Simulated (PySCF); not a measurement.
Species: C₃H₇NS (charge -1 and doublet state).
Z-matrix (Å and degrees, GFN2-xTB geometry), rows numbered from 1:
```
C 
C   1  1.5328
C   2  1.4980  1  111.90
N   3  1.4377  2  113.30  1    67.95
S   3  1.7179  2  119.45  1  -142.12
H   1  1.0930  2  111.29  3  -175.46
H   1  1.0881  2  109.52  3   -54.93
H   1  1.0885  2  110.03  3    63.91
H   2  1.0929  1  109.68  3  -120.84
H   2  1.1109  1  107.62  3   122.53
H   4  1.0167  3  107.72  2   172.53
H   4  1.0298  3  111.72  2    55.08
```

The hyperfine couplings belong to this conformer and change with its torsions.

As a line formula: `CC[C](N)[S-]` [radical] (charge -1).

Method used: UKS B3LYP, pcH-1 on C H N S, non-relativistic, mean-field spin-orbit, GIAO in PySCF. Whether the extra electron is bound in the gas phase wasn't checked; a finite basis holds it in any case. Couplings are sensitive to structure, and on GFN2-xTB geometries they can be far from those on DFT ones, by a factor of two or more for some ions and for spin on atoms past the first row. Stability of the SCF solution: not tested.

The Mulliken spin populations are largest on C3 (+0.60), S5 (+0.26), H12 (+0.08) and H10 (+0.08). The angles at C3 add up to 352.6°, so it is slightly pyramidal.

(1) List the C–H protons on four-coordinate carbons next to a three-coordinate spin centre, with their couplings and θ (C–H bond against the normal to the plane of the centre's neighbours, projected along the bond that joins the two).

## Answers

(1) 
```
β H  on  centre  θ (°)  cos²θ   a (G)
 H9  C2      C3     84   0.01   +0.54
H10  C2      C3     22   0.85  +19.40
```

Couplings in gauss use g_iso = 2.0061.
